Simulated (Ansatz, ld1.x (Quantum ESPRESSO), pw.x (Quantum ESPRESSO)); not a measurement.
nickel: one change to the RRKJ potential, in the atom and in the fcc crystal

```json
{"Element": "nickel (Ni)", "Generator": "ld1.x (Quantum ESPRESSO) 7.5", "Type": "norm-conserving RRKJ (Kleinman–Bylander form)", "Functional": "PBEsol", "Relativity": "scalar-relativistic", "Frozen core": "[Ar]", "Valence charge": "10", "Reference configuration": "3d9 4s1 4p0", "Partial waves": "4p (bound, empty): rc 2.85 bohr; 3d (bound): rc 1.50 bohr; 4s (bound): rc 1.80 bohr", "Local potential": "the s channel", "Core correction": "a·sin(br)/r model core inside 1.05 bohr", "rho0": "0.001"}
```

Change: reference 3d8 4s1 4p1.

Cutoffs, loose and tight: the cutoffs (Ry, on a coarse ladder) from which the occupation-weighted sum of valence levels, in a spherical-Bessel basis at the reference potential, stays within 10 and 1 mRy of its value at 400 Ry. They do not see the model core or the augmentation charge, which bear on the density cutoff. Test errors are all-electron minus pseudo excitation energies from the reference, over the configurations 3d8 4s2 4p0; 3d8 4s1 4p0; 3d8 4s0 4p0; 3d8.5 4s1.5 4p0; 3d9 4s0 4p0; 3d8 4s1 4p1; 3d6 4s0 4p0; variants that change the core or the reference have their own tests.

Crystal test: fcc Ni in pw.x 7.5, no spin, 16³ k-points, Fermi–Dirac smearing 0.01 Ry, cutoffs set for each file from its atomic test. The reference is all-electron LAPW (Ansatz 0.2.0) with the same functional, mesh and smearing; V0 and B0 come from Birch–Murnaghan fits to the pressures at five volumes. Errors are pseudo minus all-electron; Δ is the rms difference of the E(V) curves that follow from these fits, minima aligned, over ±6 % about the mean V0. Mesh and smearing are coarse, so the numbers serve the comparison and aren't converged zero-temperature values; the lattice is a test structure that the element need not adopt. Spin polarisation and strong correlation are left out, which matters for this element.

All-electron: a0 = 3.462 Å (V0 = 10.37 Å³/atom), B0 = 230.4 GPa.

Does the change bring the crystal closer to the all-electron result?

The mean pressure error goes from +14.52 to +9.82 GPa, so the change moves the solid closer to the all-electron pressures.

```tsv
quantity	base	changed
outcome (atom)	generated	generated
cutoff, loose (atom)	80 Ry	80 Ry
cutoff, tight (atom)	120 Ry	120 Ry
bound ghosts (atom)	none	none
largest test error (meV) (atom)	-2731 over the solved tests; 1 of 7 tests not solved or not reliable	-1370
cutoffs in pw.x (Ry)	145/580	145/580
a0 (Å)	–	3.508
a0 error (%)	–	+1.33
B0 error (%)	–	-2.3
Δ (meV/atom)	–	21.1
mean pressure error (GPa)	+14.52	+9.82
```

A dash: not determined, or the minimum lies outside the volumes sampled.

Base: The largest radius (2.85 bohr) exceeds half the bond length (2.32 bohr), so the spheres overlap, which is one possible source of error among others. This is a poor potential for the solid. Atomic configuration tests: 1 of 7 tests not solved or not reliable. Changed file: The largest radius (2.85 bohr) exceeds half the bond length (2.32 bohr), so the spheres overlap, which is one possible source of error among others. This is a poor potential for the solid. The atomic cutoffs weigh occupied waves only.
